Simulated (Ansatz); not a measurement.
BaHCl (P4/nmm)

Method: Ansatz, DFT r2SCAN, scalar-relativistic, plane waves, PAW.

Plane waves to 500 eV, a k mesh through Γ of 6×6×4 on the computed 6-atom cell and Gaussian smearing (0.02 eV); no spin polarisation.

The structure is relaxed at this level of theory with its symmetry kept. Whether it is the stable form of this composition wasn't checked.

```cif
data_structure
_symmetry_space_group_name_H-M 'P 1'
_symmetry_Int_Tables_number 1
_cell_length_a 4.4034
_cell_length_b 4.4034
_cell_length_c 7.2240
_cell_angle_alpha 90.000
_cell_angle_beta 90.000
_cell_angle_gamma 90.000
_cell_volume 140.07
loop_
_atom_site_label
_atom_site_type_symbol
_atom_site_fract_x
_atom_site_fract_y
_atom_site_fract_z
_atom_site_occupancy
Ba1 Ba 0.00000 0.50000 0.20746 1
Ba2 Ba 0.50000 0.00000 0.79254 1
H1 H 0.00000 0.00000 0.00000 1
H2 H 0.50000 0.50000 0.00000 1
Cl1 Cl 0.00000 0.50000 0.65431 1
Cl2 Cl 0.50000 0.00000 0.34569 1
```

```
Space group                                                                                                                                 : P4/nmm (No. 129)
Volume per atom                                                                                                                             : 157.5 bohr³
Formation energy from the elements' standard states (uncorrected)                                                                           : -1.859 eV/atom
Generalised Kohn–Sham band gap                                                                                                              : 3.79 eV, direct at Z
Löwdin character of the top 1 eV of the valence band                                                                                        : H 1s 77 %, Cl 3p 9 %, unprojected 6 %
Electron masses at the edge by Cartesian direction of the standard setting (m_e; degenerate bands sorted by energy; no spin-orbit coupling) : x: 0.47; y: 0.47; z: 0.78
Hole masses at the edge by Cartesian direction of the standard setting (m_e; degenerate bands sorted by energy; no spin-orbit coupling)     : x: 13; y: 13; z: 0.48
Bulk modulus                                                                                                                                : 36 GPa
Its pressure derivative                                                                                                                     : 4.2
Bader charges (e)                                                                                                                           : Ba (2 in the cell) 1.53, H (2 in the cell) -0.70, Cl (2 in the cell) -0.83
```

Spin-orbit coupling is left out, which matters for the bands of heavy elements.

Cost: 8 runs of about 6.7 core-minutes in all, on Arm Neoverse V2 (shared hosts).